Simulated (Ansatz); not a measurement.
Cartesian coordinates (Å):
```xyz
4

C      0.0000     0.0000     0.0000
H      1.0614    -0.1989     0.0013
H     -0.7030    -0.8197    -0.0005
H     -0.3584     1.0186    -0.0008
```
Charge 0, spin multiplicity 2.

The numbers are results of frozen-core CCSD(T)/def2-TZVPP // r2SCAN-D4/def2-TZVP (Ansatz, a quantum-chemistry and plane-wave program), not measurements.

| Quantity | Value |
|---|---|
| HF energy | -39.57867 Ha |
| MP2 correlation energy | -0.15762 Ha |

### Question
Estimate the CCSD correlation energy, the (T) correction, the total energy and the T1 diagnostic.

### Answer

The CCSD correlation energy comes out as -0.17837 Ha and the (T) correction is -0.00468 Ha. The CCSD(T) total energy is -39.76172 Ha and the T1 diagnostic is 0.008.
